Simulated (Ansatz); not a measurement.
## [H···H···SiH2], singlet in 6-31G: errors against full CI

Geometry: a point of a hydrogen-transfer path between rigid fragments, not a stationary point.

```xyz
5

H    -2.7237    0.0549    0.0000
H    -1.7937    0.0549    0.0000
Si    0.1103    0.0549    0.0000
H     0.7224   -0.8194    1.0900
H     0.7224   -0.8194   -1.0900
```

Basis 6-31G; Ansatz 0.2.0. Only valence electrons are correlated (noble-gas cores frozen), which leaves 8 electrons in 16 orbitals. R marks a restricted (for open shells ROHF) determinant, U an unrestricted one. Active spaces: valence = (8e, 8o) chosen from the atoms' valence shells; pair = (2e, 2o) about the gap.

Full CI is exact within this basis and frozen core; it isn't the basis-set limit. The frozen core follows each run's orbitals, which can shift R against U totals by a few meV.

Unrestricted rows (U) aren't spin-pure: their determinants' ⟨S²⟩ exceeds S(S+1) by up to 0.47, so they mix in states of higher spin.

* UHF ⟨S²⟩: 0.471
* T1 diagnostic (RCCSD): 0.0135
* largest doubles amplitude (RCCSD): 0.141

| level | E − E(full CI) (meV) | share of correlation (%) | wall time |
| --- | --- | --- | --- |
| RHF | 2700 | 0.00 | – |
| UHF | 2574 | 4.69 | – |
| RMP2 | 863 | 68.04 | – |
| UMP2 | 947 | 64.92 | – |
| CISD | 190 | 92.97 | 0.33 s |
| RCCSD | 44 | 98.36 | – |
| UCCSD | 69 | 97.45 | – |
| RCCSD(T) | 14 | 99.49 | 0.24 s |
| UCCSD(T) | 25 | 99.08 | 0.6 s |
| BCCD(T) | 14 | 99.50 | 0.3 s |
| RCCSDT | 2 | 99.91 | – |
| UCCSDT | 3 | 99.87 | – |
| CISDTQ | 5 | 99.81 | 0.75 s |
| RCCSDT(Q) | 1 | 99.97 | 0.6 s |
| UCCSDT(Q) | 1 | 99.96 | 3 s |
| RCCSDTQ | 0 | 100.00 | 3.3 s |
| UCCSDTQ | 0 | 99.99 | 26 s |
| CASSCF (pair space) | 2073 | 23.23 | – |
| NEVPT2 (pair space) | 718 | 73.42 | 0.21 s |
| MRCISD (pair space) | 126 | 95.34 | – |
| MRCISD+Q (pair space) | -18 | 100.67 | 0.33 s |
| CASSCF (valence space) | 677 | 74.92 | – |
| NEVPT2 (valence space) | 199 | 92.62 | 2.3 s |
| MRCISD (valence space) | 24 | 99.11 | – |
| MRCISD+Q (valence space) | 13 | 99.51 | 3 s |

The correlation energy at full CI, counted from RHF, is -2.700 eV. That run took 4.8 s on 1 thread of Arm Neoverse V1, shared host over 1,656,848 determinants.

Times hold each run's SCF and search for its determinant on a shared host, so for small cases they say little of a method's own cost; they ran on 1 thread of Arm Neoverse V1.

Not variational, and here over 5 meV under the exact energy: MRCISD+Q (pair space).

The full-CI state has the irrep A' of Cs, in the program's axes.

Natural occupations of full CI about the gap: 1.975 1.962 1.961 1.890 0.094 0.040 0.029 0.025 0.008 0.005; effectively unpaired electrons, Σ n²(2−n)², 0.10.
